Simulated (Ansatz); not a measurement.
## Antifluorite Mg2Ge

All values below come from PBE+SOC in Ansatz (PAW).

Numerical settings: plane-wave cutoff 520 eV, 10×10×10 k mesh, Fermi–Dirac smearing 0.01 eV, PAW data made under PBE.

Cell: measured lattice: a = 6.3849 Å, b = 6.3849 Å, c = 6.3849 Å, α = 90.00°, β = 90.00°, γ = 90.00°.

```
Item                                                     Result
-------------------------------------------  ------------------
band gap                                     0.09 eV (indirect)
smallest direct gap on the k points sampled             0.98 eV
```

Measured, for comparison: band gap 0.74 eV (temperature not stated, no zero-point or thermal correction, indirect, Γ–X; as tabulated in Ryu et al. (2019), arXiv:1905.06140). Computed (rounded) less measured: band gap -0.65 eV.

Note: cell and atoms aren't relaxed at this level (pressure 0.9 GPa).

Static lattice: no zero-point or thermal effects.

Cost on a shared machine: very roughly 50 core-seconds.

Ansatz is an electronic-structure program.
